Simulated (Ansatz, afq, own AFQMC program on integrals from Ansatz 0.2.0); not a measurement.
Two steps: Ansatz 0.2.0 writes the Fock matrix and Cholesky factors of the valence space, and afq projects on them the lowest state that overlaps trial and start.

```yaml
crystal:
  periodic: [false, false, false]
  atoms:
    - {symbol: B, position_ang: [0.000000, 0.000000, 1.817000]}
    - {symbol: Al, position_ang: [0.000000, 0.000000, -0.120000]}
    - {symbol: H, position_ang: [0.000000, 0.000000, -1.697000]}
basis:
  gaussian: {orbitals: 6-31G}
magnetization: {spin_polarized: true, initial_magnetization: 3}
correlation: {method: ccsd_t, electrons: outside_noble_gas, hamiltonian_folder: ham}
```

```sh
$ ansatz run in.yaml --threads 1 --pin off --events-out ev --progress --plain --max-ram 24576MiB --backend cuda --devices 0, --max-vram 18GiB
```

afq runs on the folder ham with

```
--method phaseless --trial mp1 --walkers 160 --populations 1 --least-time 40 --time-step 0.005 --steps-per-block 5 --equilibration-blocks 120 --max-blocks 1600 --target-error 0.00064 --factor-cut 1e-05 --start determinant --seed 2073 --taylor-order 6
```

Times are imaginary, in 1/Eh. The walk had a cap of 60 s.

```
orbitals 18  electrons 5 2  factors 106 of 296
reference energy -266.99037802 Eh
CCSD correlation -0.07903603 Eh in 12 cycles, weight of the determinant in the CISD state 0.9119
energy of the start -267.047759 Eh
 block  time / (1/Eh)  mean weight  energy / Eh
     1     0.025  1.0001  -267.048227
     2     0.050  1.0007  -267.048657
     3     0.075  1.0003  -267.049112
     4     0.100  1.0002  -267.049463
     5     0.125  0.9999  -267.049817
     7     0.175  1.0000  -267.050564
     9     0.225  1.0006  -267.051278
    44     1.100  1.0003  -267.062628
   130     3.250  0.9996  -267.068867
   216     5.400  1.0006  -267.070052
   302     7.550  0.9994  -267.071043
   388     9.700  1.0001  -267.073399
   474    11.850  1.0001  -267.077299
   560    14.000  0.9996  -267.071803
   646    16.150  0.9998  -267.074711
   732    18.300  1.0002  -267.074570
   818    20.450  0.9999  -267.072333
   904    22.600  1.0007  -267.075320
   990    24.750  0.9996  -267.070778
  1076    26.900  1.0004  -267.073140
  1162    29.050  1.0004  -267.072311
  1248    31.200  0.9996  -267.073300
  1334    33.350  1.0007  -267.073179
  1420    35.500  0.9996  -267.071324
  1506    37.650  1.0009  -267.073605
  1592    39.800  0.9993  -267.070704
  1678    41.950  0.9998  -267.069514
blocks merged  error / Eh  count
     1  0.000054  1600
     2  0.000073  800
     4  0.000099  400
     8  0.000131  200
    16  0.000176  100
    32  0.000227  50
    64  0.000283  25
   128  0.000315  12
energy -267.072436 +/- 0.000283 Eh
(rows thinned)
```

Question: Estimate how long the walk took on 1 × NVIDIA H100 80GB HBM3 with 2 threads of AMD EPYC 7R13 Processor (Zen 3) (shared host) (the card was shared).

Answer: 43 s of wall time.

The run passed its tests (sampling time, drift between the halves within three errors, error under three times the target), which doesn't prove that it has relaxed.

Against this walk (error 7.7 meV) on the same determinant: CCSD(T) 19.3 meV higher, CCSDT(Q) 11.9 meV lower (within the noise), CCSDTQ 13.7 meV lower (within the noise), full CI 14.1 meV lower (within the noise), a separate phaseless walk with a CISD trial and standard settings 9.5 ± 8.0 meV higher (within the noise). The error is statistical and leaves out the bias of the constraint.

Cautions: constraint bias not in the error; lower spins were not checked.

CCSDT and higher add their correlation energy to the determinant of the CCSD(T) run, since their own runs factorise the integrals more tightly (a shift of under 2 meV). A walk keeps the symmetry of its determinant, which the program's search chose and which needn't be the lowest solution, so a lower state of the same spin and another symmetry isn't excluded.
